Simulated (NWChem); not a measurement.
Species: carbon disulfide (CS₂); SMILES S=C=S

```xyz
3

S     -1.5618     0.0573     0.0172
C      0.0000     0.0002     0.0000
S      1.5618    -0.0572    -0.0172
```
Atoms are numbered in this order, from 1.

Level: B3LYP/6-31G* (spherical d) (NWChem), optimised geometry, unscaled harmonic frequencies. B3LYP is NWChem's, with the RPA form of VWN correlation.

**Question.** List the harmonic frequencies with IR intensities, and the thermochemistry.

**Answer.** 
```csv
frequency (cm⁻¹),IR intensity (km/mol)
405,0.9
675,0.0
1561,644.7
```

* **zero-point energy**: 3.8 kcal/mol
* **thermal correction to the enthalpy at 298.15 K (with zero-point energy)**: 6.4 kcal/mol
* **heat capacity Cv**: 8.4 cal/(mol K)
* **entropy at 298.15 K and 1 atm (symmetry number 2)**: 45.1 cal/(mol K)
* **dipole moment**: 0.00 D

Rigid rotor and harmonic oscillator.
